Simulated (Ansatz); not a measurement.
Compare A (`C=CC(C)C`) with its isomer B (`C=C(C)CC`).

Computed with Ansatz on PBE0-D4/def2-TZVP structures; ΔE is electronic, products minus reactants. CCSD(T)/CBS adds triple-zeta CCSD(T) − MP2 to the extrapolated MP2 energy (def2 sets, frozen cores). DFT in def2-TZVPP. B3LYP here is the variant with VWN-RPA as its local correlation; programs differ in this. One conformer a species, not always the lowest.

Task: Which is lower in electronic energy at CCSD(T)/CBS, and by how much? (Best estimate.)

Result: The calculation gave: B, by 1.8 kcal/mol.

Task: Give E(B) − E(A) in kcal/mol with CCSD/def2-TZVPP, ωB97M-V, MP2/def2-TZVPP, B2PLYP, B3LYP, HF/def2-TZVPP, CCSD(T)/def2-TZVPP. (An estimate is asked.)

Result: Ansatz gave: CCSD/def2-TZVPP -1.9, ωB97M-V -2.1, MP2/def2-TZVPP -2.0, B2PLYP -2.5, B3LYP -2.8, HF/def2-TZVPP -2.4, CCSD(T)/def2-TZVPP -1.9. None reverses the order clearly.

Largest T1 diagnostic: 0.010.
